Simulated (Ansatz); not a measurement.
## Worked example: correlation energy of HAl–AlH, singlet

Geometry: a point of a bend scan, not a stationary point.

```yaml
atoms:
  - { symbol: Al, position_ang: [0.0000, -0.1078, 1.3113] }
  - { symbol: Al, position_ang: [0.0000, 0.1102, -1.3144] }
  - { symbol: H, position_ang: [0.0000, 1.1558, 2.3289] }
  - { symbol: H, position_ang: [0.0000, -1.2195, -2.2439] }
```

Basis 6-31G; Ansatz 0.2.0. Correlated methods freeze the noble-gas cores, which leaves 8 electrons in 20 orbitals. Prefix R: restricted or restricted open-shell reference.

Full CI is exact within this basis and frozen core; it isn't the basis-set limit.

Runs differ by some tens of microhartree through their thresholds, so steps under 0.03 kcal/mol mean nothing.

```tsv
level	total energy (hartree)
RHF	-484.859713
RMP2	-484.927233
RCCSD	-484.958898
RCCSD(T)	-484.961473
RCCSDT	-484.962502
RCCSDT(Q)	-484.962743
RCCSDTQ	-484.962801
full CI	-484.962811
```

Q: What is the correlation energy at full CI, and what share of it do RMP2 and RCCSD(T) recover?

A: E(corr) = -484.962811 − (-484.859713) = -0.103098 hartree = -2.805 eV. RMP2: -0.067520 / -0.103098 = 65.49 %. RCCSD(T): -0.101760 / -0.103098 = 98.70 %.

Q: By how many kcal/mol does RCCSD(T) miss full CI (1 hartree = 627.509 kcal/mol), and which steps make up the rest?

A: -484.961473 − (-484.962811) = 0.001338 hartree = 0.84 kcal/mol. Steps: RCCSDT − RCCSD(T) = -0.65, RCCSDT(Q) − RCCSDT = -0.15, RCCSDTQ − RCCSDT(Q) = -0.04, full CI − RCCSDTQ = -0.01 kcal/mol. With more than one leading determinant such errors change with state and geometry, and needn't cancel in differences.
